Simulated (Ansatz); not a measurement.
We consider black phosphorus, described by HSE06 in Ansatz (plane waves, PAW).

Numerical settings: plane-wave cutoff 460 eV, 8×8×6 k mesh (along the axes of the cell as run), Fermi–Dirac smearing 0.01 eV, scalar-relativistic PAW data made under PBE.

The cell has the measured lattice parameters. Conventional cell: a = 3.3133 Å, b = 10.4730 Å, c = 4.3740 Å, α = 90.00°, β = 90.00°, γ = 90.00°.

```
P
1.0
    1.65665    -5.23650     0.00000
    1.65665     5.23650     0.00000
    0.00000     0.00000     4.37400
P
4
Direct
  0.10234   0.89766   0.92039
  0.39766   0.60234   0.42039
  0.60234   0.39766   0.57961
  0.89766   0.10234   0.07961
```

Task: List the 12 lowest band energies at Γ above −25 eV (eV, relative to the valence band maximum), grouping those that round alike.

Result: At Γ: -17.83, -14.47, -10.85, -8.03, -5.78, -5.47, -4.68, -3.48, -3.08, -1.86, 1.01, 1.52.

Note: the run warned that its exchange threshold was loose for the stress; cell and atoms aren't relaxed at this level (largest force component 0.27 eV/Å, pressure -0.6 GPa).

Ansatz is an electronic-structure program.
